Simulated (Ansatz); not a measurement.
**CH₇BO (built from SMILES BOC.[H][H]): a saddle search**

Does the minimum-mode search get back to a saddle from here?

Method: Hartree-Fock/def2-SVP; program: Ansatz 0.2.0, Gaussian basis.

1 further run of the same task is left out (for a known fault of the program).

## 1. Where the work starts

The start, a known saddle point with all atoms moved at random by about 0.06 Å a coordinate: 10 atoms, charge 0, spin multiplicity 1.

Atoms are counted from 1 here; the program's logs count them from 0.

Bond lengths: B1–O2 1.570 Å, B1–H4 1.233 Å, B1–H5 1.259 Å, B1–H6 1.304 Å, B1–H7 1.379 Å, O2–C3 1.310 Å, O2–H6 1.252 Å, C3–H8 1.137 Å, C3–H9 1.085 Å, C3–H10 1.231 Å. Angles: O2–B1–H4 113.5°, O2–B1–H5 118.5°, O2–B1–H6 50.6°, O2–B1–H7 96.4°, H4–B1–H5 108.7°, H4–B1–H6 120.6°, H4–B1–H7 105.8°, H5–B1–H6 129.5°, H5–B1–H7 112.7°, H6–B1–H7 45.8°, B1–O2–C3 117.9°, B1–O2–H6 53.6°, C3–O2–H6 113.3°, O2–C3–H8 116.6°, O2–C3–H9 113.5°, O2–C3–H10 109.4°, H8–C3–H9 107.0°, H8–C3–H10 108.2° and more.

Coordinates:

```
B    -0.73118    0.79028   -0.49743
O     0.58988   -0.05819   -0.50870
C     0.69607   -1.04069    0.35173
H    -1.03613    1.23901   -1.60496
H    -1.75935    0.29568    0.03593
H     0.42996    1.05969    0.03236
H    -0.22224    1.85702    0.21369
H     1.69982   -1.57272    0.39534
H     0.44539   -0.75448    1.36742
H    -0.17402   -1.88110    0.12313
```

## 2. The search

File run/in.yaml:

```yaml
crystal:
  periodic: [false, false, false]
  atoms:
    - {symbol: B, position_ang: [-0.731178, 0.790281, -0.497431]}
    - {symbol: O, position_ang: [0.589880, -0.058191, -0.508699]}
    - {symbol: C, position_ang: [0.696066, -1.040689, 0.351733]}
    - {symbol: H, position_ang: [-1.036133, 1.239012, -1.604963]}
    - {symbol: H, position_ang: [-1.759352, 0.295678, 0.035928]}
    - {symbol: H, position_ang: [0.429963, 1.059692, 0.032365]}
    - {symbol: H, position_ang: [-0.222239, 1.857019, 0.213692]}
    - {symbol: H, position_ang: [1.699821, -1.572725, 0.395342]}
    - {symbol: H, position_ang: [0.445395, -0.754483, 1.367421]}
    - {symbol: H, position_ang: [-0.174018, -1.881099, 0.123135]}
basis:
  gaussian: {orbitals: def2-SVP}
hamiltonian: {xc: hf}
saddle:
  f_tol: 0.05
  max_steps: 40
  mode_guess:
    - [-0.2326, 0.3392, 0.0945]
    - [0.1273, 0.2655, 0.2114]
    - [0.0231, 0.0548, 0.0461]
    - [-0.0584, -0.0385, -0.0679]
    - [-0.0646, -0.0632, -0.0167]
    - [0.3684, -0.6724, -0.1708]
    - [-0.1659, 0.0015, -0.0678]
    - [0.0051, 0.0287, -0.0031]
    - [-0.0074, -0.0206, 0.0374]
    - [0.0050, 0.1051, -0.0632]
```

On the command line:

```console
$ ansatz run in.yaml --threads 2 --pin off --events-out ev --progress --plain --max-ram 4352MiB
```

**Question.** What will these runs give? Wanted: energy change; last largest force; RMSD from the start; RMSD from the known saddle.

**Answer**, as computed:

| quantity | value |
| --- | --- |
| steps | 14 |
| energy change | -0.829 eV |
| last largest force | 0.0041 eV/Å |
| RMSD from the start | 0.116 Å |
| RMSD from the known saddle | 0.084 Å |

In words: It converged in 14 steps at a force tolerance of 0.05 eV/Å. It is back at the known saddle, up to the shift that another level brings.
